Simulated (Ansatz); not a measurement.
# Si2N+ (triplet): wave-function methods side by side, def2-TZVPP

The task here is to estimate one member of a computed series from the others.

Program: Ansatz 0.2.0, Gaussian basis. Level of theory: def2-TZVPP, core rule «outside noble gas», up to 11 orbitals frozen. These are calculated values, not measurements.

The runs, in order: UHF; ROHF; CCSD(T) on UHF.

## The geometry

The geometry is a PBE0/def2-TZVP stationary point (not a proven minimum) of the parent state, kept for this charge and spin.

3 atoms, charge 1, spin multiplicity 3.

Atoms are counted from 1 here; the program's logs count them from 0.

Bond lengths: N1–Si2 1.661 Å, Si2–Si3 2.244 Å. Angles: N1–Si2–Si3 180.0°.

The first run:

Input file in.yaml:

```yaml
crystal:
  periodic: [false, false, false]
  atoms:
    - {symbol: N, position_ang: [0.000000, 0.000000, -1.854900]}
    - {symbol: Si, position_ang: [0.000000, 0.000000, -0.194400]}
    - {symbol: Si, position_ang: [0.000000, 0.000000, 2.049300]}
basis:
  gaussian: {orbitals: def2-TZVPP}
total_charge: 1
magnetization: {spin_polarized: true, initial_magnetization: 2}
hamiltonian: {xc: hf}
output: {orbitals: {seedname: orbitals}}
```

On the command line:

```bash
$ ansatz run in.yaml --threads 1 --pin off --events-out ev --progress --plain --max-ram 2816MiB --backend cpu
```

Steps of the session up to this table: UHF; ROHF; CCSD(T) on UHF.

One of the session's tables, all rows but one given; the rest of the session is left out.

It belongs to the step «Misses and costs». 

```
  method  from UCCSD(T) (kJ/mol)
    ROHF                 +1017.5
     UHF                  +915.2
    UMP2                  +207.1
   UCCSD                       ?
UCCSD(T)                       0
```

**Question.** Estimate the row for UCCSD.

**Answer.** from UCCSD(T) (kJ/mol): +55.5. In the column «from UCCSD(T) (kJ/mol)» it lies between UCCSD(T) (0) and UMP2 (+207.1).

Limits of these values: The determinant is far from a pure spin state, so its energy mixes those of several spin states (harmless only where they are near-degenerate, as at dissociation).
